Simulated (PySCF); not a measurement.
**AlClHS−, a complex of two parts: interaction energy**

One table from this session's results is given with a row withheld; the runs are named, their logs left out.

Computed with PySCF 2.14.0; each step states its level. No surroundings beyond the atoms listed, unless a continuum is named. Atoms count from 0, parts from 1.

### The system as given

4 atoms, charge -1, multiplicity 1; geometry: GFN2-xTB. Parts: 1 = atoms 0–1, `[Al][Cl]`, charge 0; 2 = atoms 2–3, `[SH-]`, charge -1.

The first run:

Job settings and geometry (Å):

```
{"job": {"xc": "PBE0", "basis": "def2-TZVPD", "d3": "d3bj", "grid": 3, "kind": "geom", "shake": 0.01}, "charge": -1, "multiplicity": 1, "parts": [{"atoms": "0-1", "charge": 0, "multiplicity": 1}, {"atoms": "2-3", "charge": -1, "multiplicity": 1}]}
Al    -0.851311    -0.558422     0.806793
Cl     0.821774    -0.176039    -0.556174
S     -0.755610    -2.972040     1.061668
H      0.353399    -3.010430     0.273272
```

Launch:

```
$ OMP_NUM_THREADS=1 python cluster_run.py task.json out
```

One launch serves the whole session: the jobs run in the order shown.

Steps of the session up to this table: Relaxing the molecule at PBE0-D3(BJ)/def2-TZVPD; Coupled-cluster interaction energy: CCSD(T) and MP2, 2.35 Å; Coupled-cluster interaction energy: CCSD(T) and MP2, 2.47 Å; Coupled-cluster interaction energy: CCSD(T) and MP2, 2.59 Å; Coupled-cluster interaction energy: CCSD(T) and MP2, 2.24 Å; Coupled-cluster interaction energy: CCSD(T) and MP2, 2.94 Å; Coupled-cluster interaction energy: CCSD(T) and MP2, 2.12 Å; Coupled-cluster interaction energy: CCSD(T) and MP2, 3.53 Å; Coupled-cluster interaction energy: CCSD(T) and MP2, 4.71 Å.

One table of the session follows, with a row left open; its other results are not shown here.

It belongs to the step «Coupled-cluster interaction energy: CCSD(T) and MP2, 4.71 Å». 

| method | interaction energy (kcal/mol) |
| --- | --- |
| HF/aug-cc-pVDZ | -7.33 |
| MP2/aug-cc-pVDZ | -7.79 |
| CCSD/aug-cc-pVDZ | -7.49 |
| CCSD(T)/aug-cc-pVDZ | -7.63 |
| HF/aug-cc-pVQZ | -7.34 |
| MP2/aug-cc-pVQZ | ? |
| SCS-MP2/aug-cc-pVQZ | -7.75 |
| MP2, extrapolated | -8.00 |
| CCSD(T), limit estimate | -7.85 |

Estimate the missing values for MP2/aug-cc-pVQZ.

As computed: interaction energy (kcal/mol): -7.96. In the column «interaction energy (kcal/mol)» it lies between MP2, extrapolated (-8.00) and CCSD(T), limit estimate (-7.85).
